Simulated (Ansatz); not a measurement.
The first iterations of a band of AlClH2 + H (5 atoms, charge 0, multiplicity 2).

These are results of Ansatz 0.2.0, UKS PBE-D4/def2-SVP, not measurements.

```json
{"movable images": "5", "climbing image": "yes", "spring": "2.0 to 10.0 eV/Å², energy-weighted", "optimiser": "quadratic models (default)", "start path": "through a guess of the saddle point", "force threshold": "0.05 eV/Å", "iteration limit": "60", "end points": "relaxed"}
```

Image 0:

```xyz
5
Properties=species:S:1:pos:R:3
Al 0.007 0.000 -0.096
H 0.072 0.000 1.508
Cl 1.843 0.000 -1.153
H -1.334 0.000 -0.955
H -0.008 0.000 3.381
```

Image 6:

```xyz
5
Properties=species:S:1:pos:R:3
Al 0.016 0.000 -0.527
H 0.027 0.000 2.735
Cl 1.867 0.000 -1.591
H -1.328 0.000 -1.438
H -0.002 0.000 3.505
```

| iteration | highest image above the first end (eV) | largest band force component (eV/Å) |
| --- | --- | --- |
| 1 | 0.005 | 2.021 |
| 2 | 0.000 | 1.243 |
| 3 | 0.000 | 8.370 |

Q: Does the band converge within its limit, and where does its top end?

A: It converged. It ended after 9 iterations with the highest image 0.000 eV above the first end. The highest image is an end point: on this band no image between the ends rises above it.

Run time: 70 s on 1 thread of Arm Neoverse V2 (shared host), peak memory 0.11 GiB.
